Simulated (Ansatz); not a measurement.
The first iterations of a band of CH$_{5}$B$_{2}$ (8 atoms, charge 0, multiplicity 2).

Theory: UKS B3LYP-D4/def2-SVP (Ansatz).

```json
{
 "movable images": "7",
 "climbing image": "yes",
 "spring": "5.0 eV/Å²",
 "optimiser": "quadratic models (default)",
 "start path": "through a guess of the saddle point",
 "force threshold": "0.05 eV/Å",
 "iteration limit": "60",
 "end points": "relaxed"
}
```

Image 0:

```xyz
8
Properties=species:S:1:pos:R:3
B -0.859 0.778 -0.687
C 0.110 0.367 0.413
B 0.749 -1.013 0.478
H -1.784 0.059 -0.988
H -0.706 1.812 -1.297
H 0.477 1.145 1.103
H 1.944 -1.140 0.620
H 0.070 -2.008 0.358
```

Image 8:

```xyz
8
Properties=species:S:1:pos:R:3
B -0.860 0.777 -0.687
C 0.109 0.367 0.414
B 0.749 -1.014 0.478
H -0.708 1.814 -1.293
H -1.782 0.056 -0.991
H 0.476 1.146 1.104
H 1.944 -1.138 0.621
H 0.071 -2.008 0.354
```

| iteration | highest image above the first end (eV) | largest band force component (eV/Å) |
| --- | --- | --- |
| 1 | 6.747 | 21.550 |
| 2 | 1.933 | 6.799 |
| 3 | 0.847 | 3.085 |
| 4 | 0.120 | 0.509 |

Task: Does the band converge within its limit, and where does its top end?

Result: The forces met the threshold. It ended after 13 iterations with the highest image 0.079 eV above the first end. A vibrational analysis at the climbing image gives one clearly imaginary mode, 85i cm⁻¹: a first-order saddle point.

The run took 3.8 min on 1 thread of Arm Neoverse V2, on a shared host, peak memory 0.24 GiB.
